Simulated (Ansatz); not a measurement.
# AlBH (quartet): the correlation ladder at distance Al2–H3 = 2.203 Å, 6-31G

How much of the correlation energy of AlBH (quartet) does each wave-function method recover here?

The runs use Ansatz 0.2.0, Gaussian basis; 6-31G, core rule «outside noble gas», up to 6 orbitals frozen.

The runs, in order: UHF; CCSD(T) on ROHF; CCSD(T) on UHF; BCCD(T) on ROHF; CISD; CCSDT(Q) on ROHF; CCSDT(Q) on UHF; CISDTQ; CCSDTQ on ROHF; CCSDTQ on UHF; CASSCF and MRCISD+Q, 5 electrons in 5 orbitals; CASSCF and NEVPT2, 5 electrons in 5 orbitals; CASSCF and MRCISD+Q, 7 electrons in 9 orbitals; CASSCF and NEVPT2, 7 electrons in 9 orbitals; Full CI.

21 further runs of the same task are left out: 2 for a mislabelled method, 16 that didn't finish, 3 set aside as unsound or not needed.

### 1 The system

The geometry derives from a PBE0/def2-TZVP stationary point (not a proven minimum). One bond is set to the value named and the two fragments are kept rigid.

3 atoms, charge 0, spin multiplicity 4.

Atoms are counted from 1 here; the program's logs count them from 0.

Bond lengths: B1–Al2 1.937 Å.

### 2 UHF

Input file in.yaml:

```yaml
crystal:
  periodic: [false, false, false]
  atoms:
    - {symbol: B, position_ang: [0.000000, 0.000000, -2.025667]}
    - {symbol: Al, position_ang: [0.000000, 0.000000, -0.088667]}
    - {symbol: H, position_ang: [0.000000, 0.000000, 2.114333]}
basis:
  gaussian: {orbitals: 6-31G}
magnetization: {spin_polarized: true, initial_magnetization: 3}
hamiltonian: {xc: hf}
output: {orbitals: {seedname: orbitals}}
```

On the command line:

```sh
> ansatz run in.yaml --threads 1 --pin off --events-out ev --progress --plain --max-ram 2393MiB
```

Further steps of the session: CCSD(T) on ROHF; CCSD(T) on UHF; BCCD(T) on ROHF; CISD; CCSDT(Q) on ROHF; CCSDT(Q) on UHF; CISDTQ; CCSDTQ on ROHF; CCSDTQ on UHF; CASSCF and MRCISD+Q, 5 electrons in 5 orbitals; CASSCF and NEVPT2, 5 electrons in 5 orbitals; CASSCF and MRCISD+Q, 7 electrons in 9 orbitals; CASSCF and NEVPT2, 7 electrons in 9 orbitals; Full CI.

Q: Predict the results of all the runs planned. Wanted: FCI below the RHF energy; RMP2 from FCI; UMP2 from FCI; RCCSD from FCI; RCCSD(T) from FCI; UCCSD(T) from FCI; RCCSDT(Q) from FCI; UCCSDT(Q) from FCI; NEVPT2 pair from FCI.

As calculated:

| quantity | value |
| --- | --- |
| FCI below the RHF energy | -2.7329 eV |
| RMP2 from FCI | +942.0 meV |
| UMP2 from FCI | +1044.8 meV |
| RCCSD from FCI | +155.0 meV |
| RCCSD(T) from FCI | +56.2 meV |
| UCCSD(T) from FCI | +60.0 meV |
| RCCSDT(Q) from FCI | +3.4 meV |
| UCCSDT(Q) from FCI | +3.4 meV |
| NEVPT2 pair from FCI | +682.9 meV |
| MRCISD+Q pair from FCI | +37.1 meV |
| NEVPT2 valence from FCI | +158.4 meV |
| levels within 1 kcal/mol (43 meV) | RCCSDT, UCCSDT, CISDTQ, RCCSDT(Q), UCCSDT(Q), RCCSDTQ, UCCSDTQ, MRCISD+Q pair, MRCISD valence, MRCISD+Q valence |
| T1 diagnostic | 0.039 |
| effectively unpaired electrons | 3.14 |

In words: RCCSD(T) misses by +56.2 meV, 2.1 % of the correlation energy. One determinant dominates. Of the multireference levels listed MRCISD+Q valence comes nearest in total energy (+6.2 meV), which doesn't show that its space is the better one. These misses are within one basis, not against nature; the frozen cores of restricted and unrestricted runs differ, which can shift their rows.
